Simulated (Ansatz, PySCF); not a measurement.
Species: H3O2, net charge 1, singlet state. It need not be the lowest isomer of its formula. 
Structure (B3LYP-D3(BJ)/def2-TZVP (Ansatz, a quantum-chemistry and plane-wave program) minimum search):
SMILES: O[OH2+]
```xyz
5

O      0.1360     0.5595    -0.3416
O     -0.1596    -0.6562     0.3979
H      1.0537     0.8157    -0.0797
H     -0.3477    -1.2726    -0.3451
H     -0.5172     1.2304    -0.0259
```
Charge +1, spin multiplicity 1.

Total electronic energies in hartree. Correlated levels leave the core frozen unless marked. Spin-orbit coupling is left out. Non-relativistic. Basis-set limits of correlation are two-point, X^-3; Hartree-Fock from the larger set.

| level | program | energy (Eh) |
|---|---|---|
| PBE/def2-TZVPD | Ansatz | -151.73046 |
| r2SCANh/def2-TZVPD | Ansatz | -151.79631 |
| r2SCAN0/def2-TZVPD | Ansatz | -151.77960 |
| PW6B95-D3(BJ)/def2-TZVPD | PySCF + dftd3 | -152.04363 |
| CCSD/6-31G* | Ansatz | -151.41020 |
| CCSD/def2-QZVPP | Ansatz | -151.65606 |
| CCSD/CBS(cc-pVTZ,cc-pVQZ) | Ansatz | -151.6789 |
| CCSD(T)/def2-QZVPP | Ansatz | -151.67598 |
| CCSD(T)/CBS(cc-pVTZ,cc-pVQZ) | Ansatz | -151.7004 |

Totals of different functionals don't rank their quality; only differences between species are comparable.
